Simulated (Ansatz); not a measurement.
# PNH₂+ (doublet): wave-function methods side by side, def2-QZVPP

One table from this session's results is given with a row withheld; the runs are named, their logs left out.

Computed with Ansatz 0.2.0, Gaussian basis. Level: def2-QZVPP, core rule «outside noble gas», up to 6 orbitals frozen.

The runs, in order: UHF; ROHF; CCSD(T) on UHF.

2 further runs of the same task are left out: 2 set aside as unsound or not needed.

**What is computed**

The geometry is a PBE0/def2-TZVP stationary point (not a proven minimum) of the parent state, kept for this charge and spin.

4 atoms, charge 1, spin multiplicity 2.

Atoms are counted from 1 here; the program's logs count them from 0.

Bond lengths: N1–P2 1.628 Å, N1–H3 1.013 Å, N1–H4 1.013 Å. Angles: P2–N1–H3 123.6°, P2–N1–H4 123.6°, H3–N1–H4 112.8°.

The first run:

Contents of in.yaml:

```yaml
crystal:
  periodic: [false, false, false]
  atoms:
    - {symbol: N, position_ang: [0.000000, 0.000000, 1.048831]}
    - {symbol: P, position_ang: [0.000000, 0.000000, -0.579049]}
    - {symbol: H, position_ang: [0.000000, 0.843898, 1.609559]}
    - {symbol: H, position_ang: [0.000000, -0.843898, 1.609559]}
basis:
  gaussian: {orbitals: "def2-QZVPP.json"}
total_charge: 1
magnetization: {spin_polarized: true, initial_magnetization: 1}
hamiltonian: {xc: hf}
output: {orbitals: {seedname: orbitals}}
```

On the command line:

```bash
$ ansatz run in.yaml --threads 1 --pin off --events-out ev --progress --plain --max-ram 2393MiB
```

Among the steps run: UHF; ROHF; CCSD(T) on UHF.

One of the session's tables, all rows but one given; the rest of the session is left out.

```
  method  from UCCSD(T) (kcal/mol)
    ROHF                   +236.18
     UHF                   +231.70
    UMP2                         ?
   UCCSD                    +10.50
UCCSD(T)                         0
```

Q: Estimate the row for UMP2 from the others.

**Answer.** from UCCSD(T) (kcal/mol): +24.15. In the column «from UCCSD(T) (kcal/mol)» it lies between UCCSD (+10.50) and UHF (+231.70).
